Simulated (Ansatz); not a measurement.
Species: C₃H₄ (charge -1, doublet). 
Structure (B3LYP-D3(BJ)/def2-TZVP (Ansatz, a quantum-chemistry and plane-wave program) minimum search):
```xyz
7

C      1.2669     0.0687    -0.0950
C      0.0034    -0.0707     0.3858
C     -1.2685    -0.0345    -0.0915
H      1.5255    -0.1443    -1.1429
H      2.1046     0.3666     0.5335
H     -1.5443     0.5352    -0.9914
H     -2.0963    -0.5384     0.4049
```
Charge -1, spin multiplicity 2.

**Question.** Give the harmonic wavenumbers at B3LYP-D3(BJ)/def2-TZVP (Ansatz, finite differences of forces, unscaled).

**Answer.** 319, 471, 556, 568, 726, 989, 1023, 1095, 1421, 1457, 1577, 2909, 2929, 3070, 3072 cm⁻¹. Zero-point energy 31.7 kcal/mol.

**Question.** From these and the geometry, give the ideal-gas thermochemistry at 298.15 K and 1 atm (rigid rotor, harmonic oscillator).

**Answer.** Point group C2, rotational symmetry number 2. Rotational constants 92.32, 9.54, 8.832 GHz. S(trans) 36.99, S(rot) 19.87, S(vib) 3.65, S(elec, spin only) 1.38, S 61.9 cal/(mol K). H(298) - H(0) 3.14 kcal/mol; G - E(el) 16.4 kcal/mol.
